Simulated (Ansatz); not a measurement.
# Bulk modulus B0 of some phosphides, arsenides and antimonides

Method: PBE (Ansatz, a program for electronic structure, plane waves, PAW). References are measured values corrected to a static lattice or taken at low temperature (these still hold zero-point motion). The table is a random draw of 6 from 7 solids with such references.

Values in GPa.

```tsv
solid	reference	PBE	error (%)
zinc-blende InAs	58.6	48.5	-17.2
zinc-blende GaAs	76.7	60.3	-21
zinc-blende BP	176 (168–176)	162	-8.0
zinc-blende GaP	89.6	76.7	-14.4
zinc-blende AlAs	75	67.1	-10.5
zinc-blende InSb	46.1	?	?
```

Question: Estimate the withheld PBE value.

Answer: The errors of the other rows run from -21 % to -8.0 %, with a median of -14.4 %; carried to the reference 46.1 it gives 39.5 GPa. The run gives 36.7 GPa (-20 %); the row was picked among those where that median comes within half of the row's own error. Over these 6 solids the mean error is -15.3 %, the mean absolute error 15.3 % (median 15.8 %), and the worst case zinc-blende GaAs at -21 %; the value is too low in 6 of 6 cases. Over all 7 the mean error is -15.6 % and the mean absolute error 15.6 % (median 17.2 %).

All these references are brought to a static lattice.

Spin–orbit coupling is left out, also for the solids with elements from indium on (zinc-blende InAs, zinc-blende InSb); its size isn't shown.

Brackets give the range of our sources, which can hold other temperatures.

Differences are worked out from the printed values.

Each level is taken at its own relaxed cell. Caveats: the gap of the solid is closed in this run (zinc-blende InAs, zinc-blende InSb). Ansatz's density-functional and Hartree–Fock values are scalar-relativistic unless marked +SOC, with PAW data made under PBE.

Not in this set, of the phosphides, arsenides and antimonides with a reference value in our tables and a result at some level: 4 for a reference at room or unstated temperature (zinc-blende BAs, chalcopyrite CdGeAs2, zinc-blende GaSb, chalcopyrite ZnGeP2). These can be a level's worst cases. At least 2 more with a reference value are held back for tests. Layered and molecular crystals are counted apart.

References as tabulated in Mejia-Rodriguez and Trickey (2018), arXiv:1807.09216; Goldzak et al. (2022), arXiv:2208.04865.
